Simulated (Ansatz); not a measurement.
We consider rutile SnO₂, described by HSE06+SOC (Ansatz, a program for electronic structure, plane waves, PAW).

Numerical settings: plane-wave cutoff 460 eV, 6×6×6 k mesh, Fermi–Dirac smearing 0.01 eV, PAW data made under PBE.

Cell (measured lattice):

```xyz
6
Lattice="4.7374 0.0000 0.0000 0.0000 4.7374 0.0000 0.0000 0.0000 3.1864" Properties=species:S:1:pos:R:3 pbc="T T T"
Sn     0.0000     0.0000     0.0000
Sn     2.3687     2.3687     1.5932
O      1.4485     1.4485     0.0000
O      3.8172     0.9201     1.5932
O      0.9201     3.8172     1.5932
O      3.2888     3.2888     0.0000
```

**Question.** What does this level give for the band gap?

**Answer.** 
- band gap = 3.02 eV (on the SCF k mesh) (direct)

Measured, for comparison: band gap 3.81 eV (zero-point renormalisation of 215 meV (computed, non-adiabatic AHC, without the lattice-expansion part) added back here to the 1.8 K gap of; inputs from Miglio et al. (2020), arXiv:2011.12765). Computed (rounded) less measured: band gap -0.79 eV.

Note: cell and atoms aren't relaxed at this level (largest force component 0.02 eV/Å, pressure 1.6 GPa).

The computed numbers hold no vibrational or temperature effects.
